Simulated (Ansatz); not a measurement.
Saddle point of SiH₆O₂, singlet (SiH₄O ([OH][SiH3]) + H₂O → SiH₄O₂ ([OH][SiH2][OH]) + H₂; bonds formed: Si1–O7, H2–H6; bonds broken: Si1–H2, H6–O7), PBE0-D4/def2-TZVP structure:

Si1  (-0.460, -0.323, 0.175)
H2  (0.690, -1.611, -0.001)
H3  (-1.274, -1.014, -0.850)
H4  (-0.562, -0.652, 1.617)
O5  (-1.218, 1.166, 0.044)
H6  (1.352, -0.689, -0.333)
O7  (1.227, 0.401, -0.274)
H8  (-1.010, 1.814, 0.718)
H9  (1.255, 0.907, -1.095)
(Å)

Energies are electronic, without zero-point energy. Barriers and step energies count from the start structure reached by relaxing down the imaginary mode; all methods use the PBE0-D4 structures, on which another method's saddle can fall below an end. Program: Ansatz 0.2.0. Basis: def2-TZVPP, with def2-QZVPP for the basis limit. Cores are frozen in the correlated methods. B3LYP uses VWN-RPA correlation. Extrapolation: Hartree–Fock as exp(−7.88 √X), correlation as X^−2.97.

| method | barrier (eV) | step energy (eV) |
| --- | --- | --- |
| SPW92 | ? | -0.593 |
| PBE-D4 | 1.461 | -0.643 |
| BLYP-D4 | 1.648 | -0.716 |
| r2SCAN-D4 | 1.540 | -0.747 |
| B97M-V | 1.637 | -0.711 |
| PBE0-D4 | 1.599 | -0.643 |
| B3LYP-D4 | ? | -0.708 |
| r2SCAN0-D4 | 1.638 | -0.726 |
| BHLYP-D4 | 1.893 | -0.716 |
| CAM-B3LYP-D4 | 1.739 | -0.707 |
| wB97X-V | 1.714 | -0.708 |
| wB97M-V | 1.659 | -0.727 |
| B2PLYP | 1.786 | -0.720 |
| PBE-QIDH | 1.707 | -0.692 |
| RPA on PBE | 1.802 | -0.692 |
| HF | 2.354 | -0.716 |
| MP2 | ? | -0.767 |
| CCSD | 1.878 | -0.700 |
| CCSD(T) | 1.791 | -0.710 |

Q: Fill in the withheld barriers. (Judge from chemistry; the value comes from the calculation.)

A: The calculation gives: MP2 1.746; B3LYP-D4 1.737; SPW92 1.136 eV. Each is the energy of the saddle less that of the start structure, by the same method.

For comparison, the barrier by CCSD(T) at an estimated basis limit (MP2 extrapolated from triple and quadruple zeta, plus CCSD(T) − MP2 in triple zeta) is 1.765 eV.

The T1 diagnostic stays at or below 0.012.

Labels in which every atom is bracketed show which atoms are joined, not bond orders.

For scale, one of the runs: CCSD(T)/def2-TZVPP, 188 basis functions (an equivalent command: `ansatz run in.yaml --threads 2`). Hardware: 2 CPU threads, shared host. Wall time 31 s; peak host memory 2.2 GiB.
